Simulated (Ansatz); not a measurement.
**C₃H₇FO: ionisation energy by level of theory**

How much energy removes an electron from C₃H₇FO at fixed geometry? The cation is run at each level and the neutral's energy taken from earlier runs.

Program: Ansatz 0.2.0, Gaussian basis. Level of theory: unrestricted cation, the program's frozen cores in correlated methods. These are calculated values, not measurements.

The runs, in order: UKS PBE-D4/def2-TZVPP; UKS r2SCAN-D4/def2-TZVPP; UKS PBE0-D4/def2-TZVPP; UKS B3LYP-D4/def2-TZVPP; UKS wB97X-V/def2-TZVPP; UKS wB97M-V/def2-TZVPP; UKS B2PLYP/def2-TZVPP; UHF-CCSD(T)/def2-TZVPP; UHF-MP2/def2-QZVPP; extrapolation to the limit; then −ε(HOMO) from the neutral's earlier runs with LDA (SPW92), PBE-D4, revPBE-D4, BLYP-D4, r2SCAN-D4, B97M-V, PBE0-D4, B3LYP-D4, r2SCANh-D4, r2SCAN0-D4, HSE06-D4, BHLYP-D4, CAM-B3LYP-D4, LC-ωPBE, ωB97X-V, ωB97M-V.

## (1) Structure used throughout

An earlier PBE0-D4 in a triple-zeta def2 set relaxation fixed the geometry.

SMILES `CC(O)CF`, 12 atoms, charge 0, spin multiplicity 1.

Atoms are counted from 1 here; the program's logs count them from 0.

Bond lengths: C1–C2 1.510 Å, C1–H6 1.093 Å, C1–H7 1.092 Å, C1–H8 1.090 Å, C2–O3 1.412 Å, C2–C4 1.509 Å, C2–H9 1.101 Å, O3–H10 0.962 Å, C4–F5 1.389 Å, C4–H11 1.094 Å, C4–H12 1.094 Å. Angles: C2–C1–H6 110.4°, C2–C1–H7 111.1°, C2–C1–H8 109.8°, H6–C1–H7 108.9°, H6–C1–H8 108.1°, H7–C1–H8 108.4°, C1–C2–O3 108.0°, C1–C2–C4 111.2°, C1–C2–H9 109.6°, O3–C2–C4 110.3°, O3–C2–H9 109.9°, C4–C2–H9 107.8°, C2–O3–H10 107.6°, C2–C4–F5 109.1°, C2–C4–H11 111.5°, C2–C4–H12 110.6°, F5–C4–H11 107.9°, F5–C4–H12 107.6° and more.

## (2) Cation, UKS PBE-D4/def2-TZVPP

The input, in.yaml:

```yaml
crystal:
  periodic: [false, false, false]
  atoms:
    - {symbol: C, position_ang: [0.287596, 1.281236, -0.487560]}
    - {symbol: C, position_ang: [0.046554, -0.207038, -0.401165]}
    - {symbol: O, position_ang: [-1.237597, -0.471403, -0.924343]}
    - {symbol: C, position_ang: [0.142293, -0.694175, 1.023942]}
    - {symbol: F, position_ang: [-0.110324, -2.060061, 1.054435]}
    - {symbol: H, position_ang: [-0.450683, 1.822735, 0.108558]}
    - {symbol: H, position_ang: [1.287306, 1.538433, -0.131242]}
    - {symbol: H, position_ang: [0.194884, 1.611013, -1.522832]}
    - {symbol: H, position_ang: [0.809195, -0.738764, -0.990971]}
    - {symbol: H, position_ang: [-1.422091, -1.405103, -0.783069]}
    - {symbol: H, position_ang: [1.140448, -0.527262, 1.438839]}
    - {symbol: H, position_ang: [-0.610580, -0.204712, 1.649308]}
basis:
  gaussian: {orbitals: def2-TZVPP}
total_charge: 1
magnetization: {spin_polarized: true, initial_magnetization: 1}
hamiltonian: {xc: pbe, dispersion: d4}
```

Run with:

```console
> ansatz run in.yaml --threads 2 --pin off --events-out ev --progress --plain --max-ram 22528MiB --backend cpu
```

Further steps of the session: Cation, UKS r2SCAN-D4/def2-TZVPP; Cation, UKS PBE0-D4/def2-TZVPP; Cation, UKS B3LYP-D4/def2-TZVPP; Cation, UKS wB97X-V/def2-TZVPP; Cation, UKS wB97M-V/def2-TZVPP; Cation, UKS B2PLYP (frozen core)/def2-TZVPP; Cation, UHF-CCSD(T)/def2-TZVPP; Cation, UHF-MP2/def2-QZVPP.

Before running them: what should the planned runs give, taken together? Wanted: ionisation energy, CCSD(T)/CBS; nearest functional by difference; nearest −ε(HOMO); −ε(HOMO) of PBE; T1 of the cation.

As calculated:

| quantity | value |
| --- | --- |
| ionisation energy, CCSD(T)/CBS | 10.96 eV |
| nearest functional by difference | B2PLYP (-0.30 eV) |
| nearest −ε(HOMO) | LC-ωPBE (-0.11 eV) |
| −ε(HOMO) of PBE | 6.35 eV |
| T1 of the cation | 0.037 |

Energy differences with functionals land within 0.93 eV of the reference. −ε(HOMO) of PBE misses by 4.6 eV, since self-interaction lifts the level. Among orbital estimates LC-ωPBE comes nearest. Hartree-Fock falls 1.36 eV short, as the neutral has more correlation energy than the cation. The cation's T1 (from the report) is 0.037, near the customary mark of 0.045 for open shells, so the coupled-cluster value is less safe.
